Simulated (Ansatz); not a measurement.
# Bismuth, A7 rhombohedral under revPBE: from relaxation to bulk modulus

What does revPBE give for bismuth in the A7 rhombohedral structure? We relax it, solve it on a dense k-mesh, switch on spin-orbit coupling, then scale the cell to 7 volumes from 88 to 112 % of the relaxed one and try a fit of the equation of state. The k-meshes are 9×9×9 for the relaxation; 14×14×14 for the dense run; 8×8×8 for spin-orbit coupling; 14×14×14 for the volumes. The starting cell is the deposited one, from the Crystallography Open Database.

Method: DFT revPBE, plane waves (420 eV) with PAW, scalar-relativistic; PAW files made under PBE, frozen cores solved again for the functional, in Ansatz 0.2.0.

### Step 1. Starting point

The structure is trigonal, space group R-3m (No. 166). Conventional cell: a = 4.546 Å, b = 4.546 Å, c = 11.862 Å, α = 90.00°, β = 90.00°, γ = 120.00°. Bi (site symmetry 3m) is surrounded by 6 Bi at 3.11 to 3.48 Å.

Coordinates:

```cif
data_structure
_symmetry_space_group_name_H-M 'R-3m:H'
_symmetry_Int_Tables_number 166
_cell_length_a 4.5463
_cell_length_b 4.5463
_cell_length_c 11.8619
_cell_angle_alpha 90.000
_cell_angle_beta 90.000
_cell_angle_gamma 120.000
_cell_volume 212.33
loop_
_atom_site_label
_atom_site_type_symbol
_atom_site_symmetry_multiplicity
_atom_site_Wyckoff_symbol
_atom_site_fract_x
_atom_site_fract_y
_atom_site_fract_z
_atom_site_occupancy
Bi1 Bi 6 c 0.00000 0.00000 0.23700 1
```

### Step 2. Relaxing cell and atoms

input.yaml

```yaml
crystal:
  lattice:
    - [2.2731662949, 1.3124131722, 3.9539659786]
    - [-2.2731662949, 1.3124131722, 3.9539659786]
    - [0.0, -2.6248263445, 3.9539659786]
  atoms:
    - { symbol: Bi, position: [0.237, 0.237, 0.237] }
    - { symbol: Bi, position: [0.763, 0.763, 0.763] }
hamiltonian:
  xc: revpbe
  pseudopotentials:
    kind: paw
    azcp:
      Bi: "pseudopotentials/Bi.paw.azcp"
basis:
  ecutwfc: 420
  fft_grid_basis: typed
kpoints:
  mp_grid: { grid: [9, 9, 9], shift: [0, 0, 0] }
magnetization:
  spin_polarized: false
scf:
  occupations: { method: fermi_dirac, width: 0.1 }
relax:
  max_steps: 60
  f_tol: 0.01
  cell: {}
```

Further steps of the session: Single point on a dense mesh; With spin-orbit coupling; At 88 % of the relaxed volume; At 92 % of the relaxed volume; At 96 % of the relaxed volume; At 100 % of the relaxed volume; At 104 % of the relaxed volume; At 108 % of the relaxed volume; At 112 % of the relaxed volume.

Before running it: what results should come out? Wanted: space group; conventional cell; volume; shortest distance; gap on the mesh; V₀, B₀, B₀′.

The runs gave:

```
                      quantity                                    value
space group (spins left aside)                           R-3m (No. 166)
             conventional cell  a = 4.602 Å, c = 12.492 Å (c/a = 2.715)
                        volume                           38.183 Å³/atom
             shortest distance                                  3.116 Å
   against the measured volume                  +7.9 % (35.388 Å³/atom)
               gap on the mesh             none (levels filled in part)
                   V₀, B₀, B₀′              38.218 Å³/atom, 39 GPa, 4.7
```

What this shows: Against experiment, revPBE misses the volume by +7.9 %. Without a dispersion correction the weakly bound parts drift apart. No gap shows: it is a metal or semimetal at this level. Totals with and without spin-orbit coupling (-41.8 eV/atom apart) can't be read as binding, since the two-component data shift the zero of energy. B₀ comes out at 39 GPa; even scaling stretches the bonds with the cell, so it lies well above the modulus that a cell free to change shape would show.
